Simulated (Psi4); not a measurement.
A ladder of methods for C3H3ClO (acryloyl chloride)

C3H3ClO: 8 atoms, total charge 0, spin state singlet. As SMILES, `C=CC(=O)Cl`. Geometry: optimised at PBE0/def2-TZVP. This is one conformer, not always the lowest.

```xyz
8

C     0.0442   -0.7464    1.0673
C     0.4361    0.1707    0.1909
C    -0.3648    0.4151   -1.0211
O    -1.3687   -0.1236   -1.3423
Cl    0.3533    1.6864   -2.0475
H    -0.8613   -1.3187    0.9001
H     0.6158   -0.9444    1.9657
H     1.3328    0.7617    0.3220
```

Quantity: the dipole moment, in D. The values are calculated.

```tsv
level	kind	program	value (D)	CPU time
PBE-D4/def2-TZVPP (density fitting)	GGA	Psi4	2.98	46 s
r2SCAN-D4/def2-TZVPP (density fitting)	meta-GGA	Psi4	3.14	1.8 min
B3LYP-D4/def2-TZVPP (density fitting)	global hybrid	Psi4	3.12	48 s
PBE0-D4/def2-TZVPP (density fitting)	global hybrid	Psi4	3.13	43 s
wB97M-V/def2-TZVPP (density fitting)	range-separated hybrid	Psi4	3.09	1.8 min
```

The values span 2.98 to 3.14 D. Magnitudes only. Times are those of the runs behind each value, whatever else they computed, on shared processors of several kinds: orders of magnitude only.
